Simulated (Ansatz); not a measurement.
Input file:

```yaml
crystal:
  periodic: [false, false, false]
  atoms:
    - {symbol: N, position_ang: [0.000000, -0.961233, 1.001158]}
    - {symbol: S, position_ang: [0.000000, 0.788373, -2.948688]}
    - {symbol: S, position_ang: [0.000000, -0.306221, 2.479889]}
    - {symbol: H, position_ang: [0.000000, -1.980759, 1.001158]}
basis:
  gaussian: {orbitals: cc-pVDZ}
magnetization: {spin_polarized: true, initial_magnetization: 0}
hamiltonian: {xc: {name: wB97M-V}}
output: {orbitals: {seedname: orbitals}}
```

```sh
$ ansatz run in.yaml --threads 1 --pin off --events-out ev --progress --plain --max-ram 2393MiB
```

(1) Roughly how long does this take on 1 thread of Arm Neoverse V2, shared host, and how much host memory?

```
  # Of w^i u^j: cxij and so on, Table III.
  gx(w, u) = 1 - cx + cx01*u + cx10*w
  gss(w, u) = css00 + css04*u^4 + css10*w + css20*w^2 + css43*w^4*u^3
  gos(w, u) = cos00 + cos10*w + (cos20 + cos21*u)*w^2 + (cos60 + cos61*u)*w^6
      + integral(e_c_pw_mod_opposite_spin*gos(b97_w_opposite, b97_u_opposite)) + vv10(b, c)
566 factors; integrals over basis functions are off by at most 1.5e-3 eV
153 factors; integrals over basis functions are off by at most 1.1e-5 eV
mean field evaluation 1: about -23138.9567 eV, gradient 3.8e1 eV
mean field evaluation 2: about -22988.3595 eV, gradient 9.9e1 eV
mean field evaluation 4: about -23167.4035 eV, gradient 1.8e1 eV
mean field evaluation 8: about -23169.2628 eV, gradient 1.6e0 eV
mean field evaluation 16: about -23169.3408 eV, gradient 6.2e-3 eV
mean field evaluation 32: about -23170.3488 eV, gradient 2.0e0 eV
mean field evaluation 64: about -23169.4120 eV, gradient 3.0e-3 eV
mean field evaluation 96: about -23170.4062 eV, gradient 1.2e-3 eV
mean field evaluation 128: about -23170.4071 eV, gradient 1.2e-2 eV
mean field -23170.40756585 eV, -851.4967725785 hartree, gradient 5.6e-6 eV, S^2 1.204876; 9 other end points of the search recorded, 0 dependent functions left out
reference -23170.40760133 eV, -851.4967738824 hartree; 20, 20 occupied and 35, 35 virtual orbitals, 566 factors
Total energy: -23170.40760133 eV, -851.4967738824 hartree
```

## Answers

(1) 2 min wall and 0.27 GiB.
